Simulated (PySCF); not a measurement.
# Na2H2: core ionisation energies

Species: (NaH)2 ring, Na₂H₂.
Z-matrix (Å and degrees, PBE0-D3(BJ)/def2-SVP geometry), rows numbered from 1:
```
Na
H   1  2.1148
Na  2  2.1152  1   83.59
H   1  2.1150  2   96.42  3     0.00
```

Computed, not measured: PySCF, delta-SCF UKS SCAN, pcX-2 on the ionised atom, pcseg-1 elsewhere, spin-free X2C. Each binding energy is the total energy of the core-ionised species, with the hole localised on one atom, minus that of the ground state; both are solved self-consistently, so orbital relaxation is included.

Q: Give the core binding energies atom by atom.

A: 
```csv
atom(s),bonded to,level,binding energy (eV),count
Na1/Na3,2 H,Na 1s,1077.84,2
```

Q: What is the longest wavelength that can ionise Na 1s of Na1/Na3 vertically?

A: λ = hc/E = 12398.42 eV Å / 1077.84 eV = 11.503 Å.

The first atom of each set that the bonding makes equivalent was ionised and stands for the set. Geometry: PBE0-D3(BJ)/def2-SVP; no solvent, vibrations or thermal averaging.

On one thread, x86-64 server, on a shared host, this took 1.3 s.
